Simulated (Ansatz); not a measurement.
# KAg: from a trial structure to a relaxed crystal

Theory: Ansatz, DFT PBE, scalar-relativistic, plane waves, PAW. Cutoff 420 eV, Γ-centred k mesh, Gaussian smearing, no spin polarisation in the final step.

The start is a random cell of KAg with space group Imma (No. 74), drawn with lower limits on the distances.

```
CELL_PARAMETERS angstrom
-2.36673 3.37879 3.60041
2.36673 -3.37879 3.60041
2.36673 3.37879 -3.60041
ATOMIC_POSITIONS crystal
K 0.31080 0.56080 0.75000
K 0.68920 0.43920 0.25000
Ag 0.25000 0.00000 0.25000
Ag 0.75000 0.00000 0.75000
```

Cell and atoms relax at zero pressure; the relaxation can't lower the symmetry of the start. After a coarse first stage the cell is made exact in the group found at 0.06 Å.

Formation energies are uncorrected and refer to the elements' standard structures at the same level.

Question: What does it relax into?

Answer: It keeps Imma (No. 74). Conventional cell: a = 4.548 Å, b = 5.544 Å, c = 10.892 Å. Around K lie 2 K at 3.58 Å, 8 Ag at 3.67–3.80 Å, 2 K at 3.91 Å, 2 K at 4.55 Å and 1 Ag at 4.67 Å; around Ag lie 2 Ag at 2.80 Å.

```cif
data_structure
_symmetry_space_group_name_H-M 'Imma'
_symmetry_Int_Tables_number 74
_cell_length_a 4.5479
_cell_length_b 5.5441
_cell_length_c 10.8916
_cell_angle_alpha 90.000
_cell_angle_beta 90.000
_cell_angle_gamma 90.000
_cell_volume 274.62
loop_
_atom_site_label
_atom_site_type_symbol
_atom_site_symmetry_multiplicity
_atom_site_Wyckoff_symbol
_atom_site_fract_x
_atom_site_fract_y
_atom_site_fract_z
_atom_site_occupancy
K1 K 4 e 0.00000 0.75000 0.60417 1
Ag1 Ag 4 e 0.00000 0.25000 0.82488 1
```

Question: What are its volume, energy, density and gap?

Answer: The volume per atom is 34.33 Å³ and the density is 3.55 g/cm³. The energy over the elements is 0.06 eV/atom and the gap on the 14×14×14 mesh is 0 eV (a metal).

The final run used a 14×14×14 mesh on its 4-atom cell and 0.10 eV smearing. The k mesh leaves about 4 meV/atom of noise in metals. Symmetry constrained the relaxation, so the result can be a saddle point.

Cost: 3 runs of about 20 core-minutes in all, on Arm Neoverse V1 (shared hosts).